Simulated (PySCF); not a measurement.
Gas-phase reaction: 3 Al(CH3)3 + 2 C2H5 + 3 HNC ⇌ 3 Al(CH3)2NH2 + 2 C5H8 (cyclic)

Energies from PySCF, thermal terms from the rigid-rotor harmonic-oscillator model, ideal gas at 1 bar. S°(298 K) at PBE0/def2-TZVP differs from the NASA 1993 table for C2H5 (+9 J/mol/K); whether the harmonic model or the table's entry is off was not settled. † marks an energy on the PBE0/def2-TZVP geometry and frequencies; other levels use their own. MP2 and CCSD(T) freeze the core. 6-31G* has spherical d functions here. Open shells (unrestricted): C2H5 (multiplicity 2); the rest are closed-shell singlets. B3LYP is the form with VWN-RPA correlation. Methyl groups turn as free rotors in Al(CH3)3, Al(CH3)2NH2. Al(CH3)2NH2: computed as isolated molecules; such fragments, hydroxides, amides, oligomers or adducts are transient or little studied in the gas. MP2 isn't extrapolated to the basis-set limit; its ΔH°(298 K) is -968.3 kJ in def2-SVP and -1011.1 kJ in def2-TZVPP. CCSD(T) isn't extrapolated to the basis-set limit. The harmonic model lacks anharmonicity and excited electronic states, which grow with temperature; levels with a mode under 35 cm⁻¹ are left out. Internal rotation in C2H5 is treated as a harmonic vibration of one conformer, which makes the entropy rough.

ΔH° and ΔS° at 298 K: B3LYP/def2-TZVP† -878 kJ, -559 J/K; BLYP/def2-TZVP† -820 kJ, -559 J/K; CCSD(T)/def2-SVP† -912 kJ, -559 J/K; HF/6-31G* -689 kJ, -554 J/K; MP2/def2-SVP† -968 kJ, -559 J/K.

Q: With the heat capacities included, give log10 K (1 bar) at 500, 600, 1000, 1600, 1800 K from B3LYP/def2-TZVP†, BLYP/def2-TZVP†, CCSD(T)/def2-SVP†, HF/6-31G*, MP2/def2-SVP†.

A: 
```json
[
 {"T (K)": "500", "B3LYP/def2-TZVP†": "62.2", "BLYP/def2-TZVP†": "56.2", "CCSD(T)/def2-SVP†": "65.7", "HF/6-31G*": "42.7", "MP2/def2-SVP†": "71.6"},
 {"T (K)": "600", "B3LYP/def2-TZVP†": "46.8", "BLYP/def2-TZVP†": "41.7", "CCSD(T)/def2-SVP†": "49.7", "HF/6-31G*": "30.5", "MP2/def2-SVP†": "54.6"},
 {"T (K)": "1000", "B3LYP/def2-TZVP†": "15.9", "BLYP/def2-TZVP†": "12.9", "CCSD(T)/def2-SVP†": "17.7", "HF/6-31G*": "6.1", "MP2/def2-SVP†": "20.6"},
 {"T (K)": "1600", "B3LYP/def2-TZVP†": "-1.2", "BLYP/def2-TZVP†": "-3.1", "CCSD(T)/def2-SVP†": "-0.1", "HF/6-31G*": "-7.4", "MP2/def2-SVP†": "1.7"},
 {"T (K)": "1800", "B3LYP/def2-TZVP†": "-4.3", "BLYP/def2-TZVP†": "-6.0", "CCSD(T)/def2-SVP†": "-3.3", "HF/6-31G*": "-9.8", "MP2/def2-SVP†": "-1.7"}
]
```
